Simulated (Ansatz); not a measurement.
**H4NOSi: structure from calculated spectroscopic constants**

These gas-phase data were calculated for one isomer of H4NOSi at B3LYP-D3(BJ)/def2-SVP (harmonic, unscaled wavenumbers; equilibrium rotational constants with average atomic masses):

| Quantity | Value |
| --- | --- |
| rotational constants | 24.04, 7.252, 5.834 GHz |
| all wavenumbers above 1500 cm⁻¹ | 3867, 3666, 3568, 2090, 1532 |

Candidates:

(1) `[NH][SiH2]O`, a doublet
(2) `N[SiH]O`, a doublet

Task: Assign the data to one candidate and say why.

Result: Candidate (2). 2 modes lie between 3250 and 3800 cm⁻¹, one for each N–H bond, while (1) has 1.

The same quantities for all candidates:

```tsv
	rotational constants (GHz)	wavenumbers above 1500 cm⁻¹	E above the lowest, B3LYP-D3(BJ)/def2-SVP (kcal/mol)
(1)	22.59, 7.305, 5.903	3872, 3460, 2209, 2193	20.1
(2)	24.04, 7.252, 5.834	3867, 3666, 3568, 2090, 1532	0.0
```

Harmonic stretches to hydrogen usually lie a few per cent above observed fundamentals. Each candidate is one conformer. Open shells are spin-unrestricted. Programs: Ansatz 0.2.0.
